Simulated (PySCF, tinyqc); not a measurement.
Inside a calculation. Method: G0W0 on RHF in the sto-3g basis, for BH, spin multiplicity 1. The lowest restricted solution is unstable here: a spin-polarised one lies 0.0055 hartree lower (PySCF). One step of it, computed by the program tinyqc.

Problem. Integrals over molecular orbitals. (pq|rs) = sum C_ip C_jq C_kr C_ls (ij|kl), one index at a time.

coefficients C, order 1B 1s, 1B 2s, 1B 2px, 1B 2py, 1B 2pz, 2H 1s:
$$\begin{pmatrix}
0.992702 & -0.265256 & 0.133376 & 0.000000 & 0.000000 & -0.084265 \\
0.026199 & 0.879749 & -0.503868 & 0.000000 & 0.000000 & 0.340848 \\
0.000000 & 0.000000 & 0.000000 & 0.324734 & 0.945805 & 0.000000 \\
0.000000 & 0.000000 & 0.000000 & 0.945805 & -0.324734 & 0.000000 \\
0.002895 & 0.080815 & 0.575262 & 0.000000 & 0.000000 & 0.866600 \\
-0.003485 & 0.349747 & 0.613045 & 0.000000 & 0.000000 & -0.807684
\end{pmatrix}$$

core Hamiltonian H = T + V (hartree), order 1B 1s, 1B 2s, 1B 2px, 1B 2py, 1B 2pz, 2H 1s:
$$\begin{pmatrix}
-12.619550 & -3.267714 & 0.000000 & 0.000000 & -0.008371 & -0.223634 \\
-3.267714 & -3.710060 & 0.000000 & 0.000000 & -0.083975 & -0.702844 \\
0.000000 & 0.000000 & -2.898317 & 0.000000 & 0.000000 & 0.000000 \\
0.000000 & 0.000000 & 0.000000 & -2.898317 & 0.000000 & 0.000000 \\
-0.008371 & -0.083975 & 0.000000 & 0.000000 & -2.948202 & -0.756879 \\
-0.223634 & -0.702844 & 0.000000 & 0.000000 & -0.756879 & -1.957151
\end{pmatrix}$$

Two-electron integrals (ij|kl) in chemists' order, unique and non-zero (hartree):
```
(11|11) 2.923513   (21|11) 0.518376   (21|21) 0.109262   (22|11) 0.744229
(22|21) 0.193177   (22|22) 0.544804   (31|31) 0.020264   (32|31) 0.029996
(32|32) 0.120346   (33|11) 0.742491   (33|21) 0.193240   (33|22) 0.544682
(33|33) 0.586773   (41|41) 0.020264   (42|41) 0.029996   (42|42) 0.120346
(43|43) 0.031630   (44|11) 0.742491   (44|21) 0.193240   (44|22) 0.544682
(44|33) 0.523513   (44|44) 0.586773   (51|51) 0.020264   (52|51) 0.029996
(52|52) 0.120346   (53|53) 0.031630   (54|54) 0.031630   (55|11) 0.742491
(55|21) 0.193240   (55|22) 0.544682   (55|33) 0.523513   (55|44) 0.523513
(55|55) 0.586773   (61|11) 0.034796   (61|21) 0.007310   (61|22) 0.012980
(61|33) 0.012929   (61|44) 0.012929   (61|51) 0.000517   (61|52) 0.000961
(61|55) 0.013089   (61|61) 0.000504   (62|11) 0.111799   (62|21) 0.029631
(62|22) 0.095960   (62|33) 0.093039   (62|44) 0.093039   (62|51) 0.003188
(62|52) 0.021889   (62|55) 0.101697   (62|61) 0.002114   (62|62) 0.027342
(63|31) 0.002510   (63|32) 0.012716   (63|53) 0.003772   (63|63) 0.002439
(64|41) 0.002510   (64|42) 0.012716   (64|54) 0.003772   (64|64) 0.002439
(65|11) 0.118747   (65|21) 0.031811   (65|22) 0.108306   (65|33) 0.102979
(65|44) 0.102979   (65|51) 0.005251   (65|52) 0.034088   (65|55) 0.118831
(65|61) 0.002340   (65|62) 0.035623   (65|65) 0.047904   (66|11) 0.298064
(66|21) 0.080240   (66|22) 0.294068   (66|33) 0.279888   (66|44) 0.279888
(66|51) 0.008242   (66|52) 0.078550   (66|55) 0.321999   (66|61) 0.005735
(66|62) 0.118843   (66|65) 0.166303   (66|66) 0.774606
```

Give: one-electron integrals over orbitals h = C^T H C; Two-electron integrals over orbitals.

Solution.

one-electron integrals over orbitals h = C^T H C (hartree):
$$\begin{pmatrix}
-12.607 & 0.324 & -0.154 & 0.000 & 0.000 & 0.101 \\
0.324 & -2.938 & 0.257 & 0.000 & 0.000 & -0.381 \\
-0.154 & 0.257 & -2.527 & 0.000 & 0.000 & -0.437 \\
0.000 & 0.000 & 0.000 & -2.898 & 0.000 & 0.000 \\
0.000 & 0.000 & 0.000 & 0.000 & -2.898 & 0.000 \\
0.101 & -0.381 & -0.437 & 0.000 & 0.000 & -2.456
\end{pmatrix}$$

Two-electron integrals over orbitals (pq|rs), unique and non-zero (hartree):
```
(11|11) 2.893       (21|11) -0.288      (21|21) 0.046       (22|11) 0.650
(22|21) -0.012      (22|22) 0.472       (31|11) 0.142       (31|21) -0.021
(31|22) 0.011       (31|31) 0.019       (32|11) -0.138      (32|21) 0.008
(32|22) -1.70e-03   (32|31) 0.007       (32|32) 0.118       (33|11) 0.549
(33|21) -0.008      (33|22) 0.431       (33|31) -2.56e-03   (33|32) -8.01e-04
(33|33) 0.470       (41|41) 0.022       (42|41) 0.024       (42|42) 0.089
(43|41) -0.012      (43|42) -0.039      (43|43) 0.033       (44|11) 0.742
(44|21) -0.011      (44|22) 0.482       (44|31) 4.91e-03    (44|32) -0.077
(44|33) 0.421       (44|44) 0.587       (51|51) 0.022       (52|51) 0.024
(52|52) 0.089       (53|51) -0.012      (53|52) -0.039      (53|53) 0.033
(54|54) 0.032       (55|11) 0.742       (55|21) -0.011      (55|22) 0.482
(55|31) 4.91e-03    (55|32) -0.077      (55|33) 0.421       (55|44) 0.524
(55|55) 0.587       (61|11) -0.091      (61|21) 0.016       (61|22) 2.21e-03
(61|31) 3.59e-03    (61|32) 0.016       (61|33) -0.010      (61|44) -3.18e-03
(61|55) -3.18e-03   (61|61) 0.020       (62|11) 0.139       (62|21) -3.04e-03
(62|22) 0.056       (62|31) 0.013       (62|32) -0.013      (62|33) -0.025
(62|44) 0.078       (62|55) 0.078       (62|61) 0.013       (62|62) 0.090
(63|11) 0.179       (63|21) -4.06e-03   (63|22) 0.034       (63|31) -3.64e-03
(63|32) -0.112      (63|33) 3.09e-03    (63|44) 0.100       (63|55) 0.100
(63|61) -0.008      (63|62) 0.057       (63|63) 0.147       (64|41) 0.007
(64|42) 0.027       (64|43) 3.98e-03    (64|64) 0.026       (65|51) 0.007
(65|52) 0.027       (65|53) 3.98e-03    (65|65) 0.026       (66|11) 0.606
(66|21) -0.008      (66|22) 0.472       (66|31) 0.012       (66|32) 0.052
(66|33) 0.465       (66|44) 0.440       (66|55) 0.440       (66|61) 0.008
(66|62) 0.023       (66|63) -0.025      (66|66) 0.531
```
